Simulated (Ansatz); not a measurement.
Scan of [H···H···OH], doublet

Starting geometry:

```yaml
atoms:
  - { symbol: H, position_ang: [-1.7980, 0.0498, 0.0000] }
  - { symbol: H, position_ang: [-1.0530, 0.0498, 0.0000] }
  - { symbol: O, position_ang: [0.1540, 0.0498, 0.0000] }
  - { symbol: H, position_ang: [0.4059, -0.8901, 0.0000] }
```

From there H2 is moved from one fragment to the other while all else, the fragments' distance too, stays fixed; atoms are numbered as listed. Energies are in kJ/mol, counted from the starting geometry at the same level.

Basis cc-pVDZ; Ansatz 0.2.0. Only valence electrons are correlated (noble-gas cores frozen). R marks a restricted (for open shells ROHF) determinant, U an unrestricted one.

Full CI isn't at hand for all of this; UCCSDTQ serves as the reference, and is uncertain by about the last step of the cluster series. The frozen core follows each run's orbitals, which can shift R against U totals by a few meV.

```
distance H1-H2 (Å)   RMP2
             0.745    0.0
             0.776  -12.6
             0.838  -42.6
             0.900  -54.3
             0.962  -62.5
```

Problem. Estimate the UCCSDTQ curve in cc-pVDZ from this one, knowing how RMP2 errs.

Solution. The computed UCCSDTQ values, in kJ/mol from the starting point, and the error of RMP2 against them:
```csv
distance H1-H2 (Å),UCCSDTQ,RMP2 less UCCSDTQ
0.745,0.0,0.0
0.776,-7.5,-5.2
0.838,-20.6,-22.0
0.900,-32.3,-22.0
0.962,-39.8,-22.7
```

The error spans 22.7 kJ/mol and is largest, -22.7 kJ/mol, at 0.962 Å.
